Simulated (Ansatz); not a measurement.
# CH6AlB: the cost of one run

Program: Ansatz 0.2.0, Gaussian basis. Level of theory: single points in def2-TZVPP. These are calculated values, not measurements.

Correlated methods freeze the cores.

### 1 Starting geometry

SMILES `C[BH][AlH2]`, 9 atoms, charge 0, spin multiplicity 1.

Atoms are counted from 1 here; the program's logs count them from 0.

Bond lengths: C1–B2 1.603 Å, C1–H4 1.133 Å, C1–H5 1.124 Å, C1–H6 1.125 Å, B2–Al3 2.077 Å, B2–H7 1.270 Å, Al3–H8 1.643 Å, Al3–H9 1.569 Å. Angles: B2–C1–H4 105.7°, B2–C1–H5 115.6°, B2–C1–H6 109.0°, H4–C1–H5 111.7°, H4–C1–H6 108.1°, H5–C1–H6 106.5°, C1–B2–Al3 107.0°, C1–B2–H7 116.2°, Al3–B2–H7 136.8°, B2–Al3–H8 118.7°, B2–Al3–H9 133.4°, H8–Al3–H9 107.9°.

Geometry (Å):

```
C    -0.7534    0.6988   -0.7929
B     0.7587    0.4370   -0.3292
Al    0.6987   -1.0336    1.1362
H    -1.1051   -0.2739   -1.2561
H    -0.9048    1.5684   -1.4883
H    -1.3847    0.9018    0.1156
H     1.6508    1.1320   -0.9077
H    -0.7528   -1.6936    1.5332
H     1.8043   -1.7580    1.9816
```

### 2 PBE-D4/def2-TZVPP

Contents of run/in.yaml:

```yaml
crystal:
  periodic: [false, false, false]
  atoms:
    - {symbol: C, position_ang: [-0.753419, 0.698785, -0.792924]}
    - {symbol: B, position_ang: [0.758693, 0.437042, -0.329201]}
    - {symbol: Al, position_ang: [0.698713, -1.033646, 1.136166]}
    - {symbol: H, position_ang: [-1.105076, -0.273863, -1.256146]}
    - {symbol: H, position_ang: [-0.904823, 1.568361, -1.488304]}
    - {symbol: H, position_ang: [-1.384744, 0.901763, 0.115564]}
    - {symbol: H, position_ang: [1.650758, 1.131957, -0.907724]}
    - {symbol: H, position_ang: [-0.752762, -1.693624, 1.533159]}
    - {symbol: H, position_ang: [1.804303, -1.757961, 1.981573]}
basis:
  gaussian: {orbitals: def2-TZVPP}
hamiltonian: {xc: pbe, dispersion: d4}
output: {forces: true}
```

Run with:

```sh
$ ansatz run in.yaml --threads 2 --pin off --events-out ev --progress --plain --max-ram 3481MiB
```

**Question.** How long does this run take on 2 threads of Arm Neoverse V2, shared host?

About 1.8 s.
